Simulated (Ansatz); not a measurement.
One change: `CC(C)(C)Cl` becomes `CC(C)(C)F`.

Ansatz, PBE0-D4/def2-TZVP geometries, multiplicity 1. 

```
                                                                                  property  `CC(C)(C)Cl`
                                                   HOMO–LUMO gap (ωB97M-V/def2-TZVPP) / eV         12.97
                                                     LUMO energy (ωB97M-V/def2-TZVPP) / eV          2.43
ideal-gas entropy at 298 K and 1 bar (rigid rotor, harmonic PBE0-D4/def2-TZVP) / J/(mol·K)           318
                                                       LUMO energy (B3LYP/def2-TZVPP) / eV          0.55
                                                       HOMO–LUMO gap (PBE/def2-TZVPP) / eV          6.52
                                                        LUMO energy (PBE0/def2-TZVPP) / eV          0.83
```

Q: What does the change do to each property? (Best estimate.)

A: Ansatz gave: 
```json
{"property": "HOMO–LUMO gap (ωB97M-V/def2-TZVPP) / eV", "`CC(C)(C)F`": "13.97", "shift": "1.00"}
{"property": "LUMO energy (ωB97M-V/def2-TZVPP) / eV", "`CC(C)(C)F`": "2.47", "shift": "0.04"}
{"property": "ideal-gas entropy at 298 K and 1 bar (rigid rotor, harmonic PBE0-D4/def2-TZVP) / J/(mol·K)", "`CC(C)(C)F`": "310", "shift": "-8"}
{"property": "LUMO energy (B3LYP/def2-TZVPP) / eV", "`CC(C)(C)F`": "0.72", "shift": "0.17"}
{"property": "HOMO–LUMO gap (PBE/def2-TZVPP) / eV", "`CC(C)(C)F`": "7.77", "shift": "1.25"}
{"property": "LUMO energy (PBE0/def2-TZVPP) / eV", "`CC(C)(C)F`": "1.07", "shift": "0.24"}
```

With PBE0 the HOMO falls by 0.91 eV and the LUMO rises by 0.24 eV, so the gap widens by about 1.15 eV. PBE moves the HOMO by -0.69 eV and ωB97M-V by -0.97 eV.

B3LYP here is the variant with VWN-RPA as its local correlation; programs differ in this.
